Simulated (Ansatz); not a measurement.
Total energies of C₂H₂ClF (`F/C=C/Cl`).

```xyz
6

F     1.260    0.928   -0.921
C     0.285    0.625   -0.065
C    -0.205   -0.600   -0.007
Cl   -1.457   -1.010    1.087
H    -0.037    1.460    0.545
H     0.153   -1.402   -0.639
```

Total charge 0; spin multiplicity 1. Geometry: relaxed with PBE0-D4/def2-TZVP. Basis def2-TZVPP, the Gaussian-basis code of Ansatz.

RPA on PBE orbitals: Hartree–Fock energy of these orbitals -635.83927 Eh, correlation -1.19161 Eh (frozen core).

| functional | energy without D4 (Eh) | D4 term (kJ/mol) |
| --- | --- | --- |
| PBE0 | -637.16874 | -7.8 |
| BHLYP | -637.42187 | -10.9 |

(1) Give the same for LDA (SPW92), PBE, revPBE, BLYP, r2SCAN, B97M-V, B3LYP, r2SCANh, r2SCAN0, HSE06 (plane-wave form), CAM-B3LYP, LC-ωPBE, ωB97X-V, ωB97M-V, B2PLYP, PBE-QIDH. (Best estimate.)

B3LYP takes the VWN-RPA correlation (the form of Gaussian; ORCA's B3LYP/G). HSE06 is the plane-wave form, built on full-range PBE exchange. The double hybrids freeze the cores in their second-order part.

## Answers

(1) Computed: 
| functional | energy without D4 (Eh) | D4 term (kJ/mol) |
| --- | --- | --- |
| LDA (SPW92) | -634.67398 | – |
| PBE | -637.12900 | -9.5 |
| revPBE | -637.37248 | -32.7 |
| BLYP | -637.47056 | -21.6 |
| r2SCAN | -637.39020 | -2.2 |
| B97M-V | -637.35419 | – |
| B3LYP | -637.52675 | -15.3 |
| r2SCANh | -637.37878 | -2.3 |
| r2SCAN0 | -637.36266 | -2.6 |
| HSE06 (plane-wave form) | -637.15280 | -7.2 |
| CAM-B3LYP | -637.45767 | -7.8 |
| LC-ωPBE | -637.27304 | – |
| ωB97X-V | -637.38247 | – |
| ωB97M-V | -637.42963 | – |
| B2PLYP | -637.25677 | – |
| PBE-QIDH | -637.05719 | – |

LC-ωPBE has ω = 0.4 bohr⁻¹.
